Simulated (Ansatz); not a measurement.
Ansatz (a quantum-chemistry and plane-wave program) input (B3LYP-D3(BJ)/def2-TZVP):

Ansatz 0.2 input:
```yaml
crystal:
  periodic: [false, false, false]
  atoms:
    - {symbol: C, position_ang: [0.01168933, 0.00162946, -0.05595153]}
    - {symbol: C, position_ang: [-0.01437779, -0.02079575, 1.13546510]}
    - {symbol: H, position_ang: [0.03487248, 0.02162805, -1.11452145]}
basis:
  gaussian:
    orbitals: def2-TZVP
hamiltonian:
  xc: b3lyp
  dispersion: d3bj
magnetization: {spin_polarized: true, initial_magnetization: 1}
relax: {f_tol: 0.002, max_steps: 150}
```

Output:

```
Functional definition: B3LYP
integrals: 0.01 GiB planned
404 factors; their error is unknown
mean field: 0.14 GiB planned
mean field evaluation 1: about -2080.9918 eV, gradient 3.1e1 eV
mean field evaluation 2: about -2077.1799 eV, gradient 4.0e1 eV
mean field evaluation 4: about -2085.4325 eV, gradient 1.6e0 eV
mean field evaluation 8: about -2085.4497 eV, gradient 3.8e-2 eV
mean field evaluation 16: about -2085.4531 eV, gradient 2.6e-5 eV
mean field -2085.45311205 eV, -76.6389882970 hartree, gradient 2.6e-5 eV, S^2 0.771095; 4 other end points of the search recorded, 0 dependent functions left out
the calculation of the forces begins
reference -2085.45328762 eV, -76.6389947490 hartree; 7, 6 occupied and 61, 62 virtual orbitals, 404 factors
relax step   1: F+E_penalty+E_count = -2085.50166763 eV  Δ(F+E_penalty+E_count) = +0.000e0 eV  max|allowed force component| = 8.565e-1 eV/Å  Δτ_max = 0.0000 Å  (98 SCF iters, accepted)
these checks for a lower state are left out or cut short: starts, cluster_reference, orbital_swaps, neighbouring_geometries, increment
integrals: 0.01 GiB planned
404 factors; their error is unknown
mean field: 0.14 GiB planned
mean field evaluation 32: about -2085.4570 eV, gradient 1.9e-1 eV
mean field -2085.45706403 eV, -76.6391335295 hartree, gradient 5.7e-6 eV, S^2 0.772075; 0 other end points of the search recorded, 0 dependent functions left out
the calculation of the forces begins
reference -2085.45723992 eV, -76.6391399933 hartree; 7, 6 occupied and 61, 62 virtual orbitals, 404 factors
relax step   2: F+E_penalty+E_count = -2085.50559131 eV  Δ(F+E_penalty+E_count) = -3.924e-3 eV  max|allowed force component| = 5.225e-2 eV/Å  Δτ_max = 0.0067 Å  (57 SCF iters, accepted)
these checks for a lower state are left out or cut short: starts, cluster_reference, orbital_swaps, neighbouring_geometries, increment
integrals: 0.01 GiB planned
404 factors; their error is unknown
mean field: 0.14 GiB planned
mean field -2085.45710126 eV, -76.6391348977 hartree, gradient 4.7e-6 eV, S^2 0.772080; 0 other end points of the search recorded, 0 dependent functions left out
the calculation of the forces begins
reference -2085.45727718 eV, -76.6391413626 hartree; 7, 6 occupied and 61, 62 virtual orbitals, 404 factors
relax step   3: F+E_penalty+E_count = -2085.50562568 eV  Δ(F+E_penalty+E_count) = -3.437e-5 eV  max|allowed force component| = 2.589e-3 eV/Å  Δτ_max = 0.0009 Å  (54 SCF iters, accepted)
these checks for a lower state are left out or cut short: starts, cluster_reference, orbital_swaps, neighbouring_geometries, increment
integrals: 0.01 GiB planned
404 factors; their error is unknown
mean field: 0.14 GiB planned
mean field -2085.45710140 eV, -76.6391349028 hartree, gradient 4.5e-6 eV, S^2 0.772080; 0 other end points of the search recorded, 0 dependent functions left out
the calculation of the forces begins
reference -2085.45727732 eV, -76.6391413677 hartree; 7, 6 occupied and 61, 62 virtual orbitals, 404 factors
relax step   4: F+E_penalty+E_count = -2085.50562573 eV  Δ(F+E_penalty+E_count) = -4.852e-8 eV  max|allowed force component| = 3.329e-5 eV/Å  Δτ_max = 0.0000 Å  (55 SCF iters, accepted)
integrals: 0.01 GiB planned
404 factors; their error is unknown
mean field: 0.14 GiB planned
mean field evaluation 64: about -2085.4364 eV, gradient 1.5e0 eV
mean field -2085.45710140 eV, -76.6391349028 hartree, gradient 4.5e-6 eV, S^2 0.772080; 5 other end points of the search recorded, 0 dependent functions left out
the calculation of the forces begins
reference -2085.45727732 eV, -76.6391413677 hartree; 7, 6 occupied and 61, 62 virtual orbitals, 404 factors
Total energy: -2085.50580165 eV, -76.6409246041 hartree
Atom 0 at     0.011711     0.001650    -0.056916 Å, force     0.000010     0.000034     0.000015 eV/Å
Atom 1 at    -0.014534    -0.020931     1.142585 Å, force    -0.000005    -0.000016    -0.000010 eV/Å
Atom 2 at     0.035007     0.021743    -1.120677 Å, force    -0.000005    -0.000018    -0.000004 eV/Å
Dipole moment:     0.003559     0.003061    -0.162682 e Å
```

It need not be the lowest isomer of its formula.
